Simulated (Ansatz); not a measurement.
CF⁺, quintet: the ladder up to UCCSDT(Q)

Geometry: that of the CF, quartet, kept fixed. The triplet lies 6.5 eV lower here.

```csv
atom,x (Å),y (Å),z (Å)
C,0.0000,0.0000,0.0000
F,0.0000,0.0000,1.3159
```

Basis cc-pVTZ; Ansatz 0.2.0. Only valence electrons are correlated (noble-gas cores frozen), which leaves 10 electrons in 58 orbitals. Prefix R: restricted or restricted open-shell reference; prefix U: unrestricted. Active spaces: valence = (10e, 8o) chosen from the atoms' valence shells.

Full CI isn't at hand for all of this; UCCSDT(Q) serves as the reference, and is uncertain by about the last step of the cluster series. The frozen core follows each run's orbitals, which can shift R against U totals by a few meV.

For open shells CISD is restricted-active-space CI with the open shells as a complete middle space.

- UHF ⟨S²⟩: 6.005
- T1 diagnostic (RCCSD): 0.0143
- largest doubles amplitude (RCCSD): 0.027
- T1 diagnostic (UCCSD): 0.0104

| level | E − E(UCCSDT(Q)) (meV) | share of correlation (%) | wall time |
| --- | --- | --- | --- |
| RHF | 7217 | 0.00 | – |
| UHF | 7049 | 2.33 | – |
| RMP2 | 677 | 90.62 | – |
| UMP2 | 686 | 90.50 | – |
| CISD | 371 | 94.85 | 17 s |
| RCCSD | 172 | 97.61 | – |
| UCCSD | 168 | 97.67 | – |
| RCCSD(T) | 19 | 99.74 | 1.4 s |
| UCCSD(T) | 16 | 99.77 | 1.4 s |
| BCCD(T) | 20 | 99.73 | 1.9 s |
| RCCSDT | 6 | 99.91 | – |
| UCCSDT | 3 | 99.96 | – |
| RCCSDT(Q) | 4 | 99.95 | 4.6 s (H100) |
| CASSCF (valence space) | 6521 | 9.64 | – |
| NEVPT2 (valence space) | 966 | 86.61 | 0.85 s |
| NEVPT4(SD) (valence space) | 110 | 98.47 | 2.1 s (H100) |
| MRCISD (valence space) | 316 | 95.63 | – |
| MRCISD+Q (valence space) | 57 | 99.21 | 2.1 s (H100) |

The correlation energy at UCCSDT(Q), counted from RHF, is -7.217 eV. That run took 4.3 s on 2 threads of AMD EPYC 7R13 with a shared H100 80 GB, shared host.

Times hold each run's SCF and search for its determinant on a shared host, so for small cases they say little of a method's own cost; rows without a card ran on 1 thread of AMD EPYC 7R13.

Natural occupations of CASSCF (valence space) about the gap: 1.999 1.984 1.001 1.001 1.001 0.999 0.016; effectively unpaired electrons, Σ n²(2−n)², 4.00.
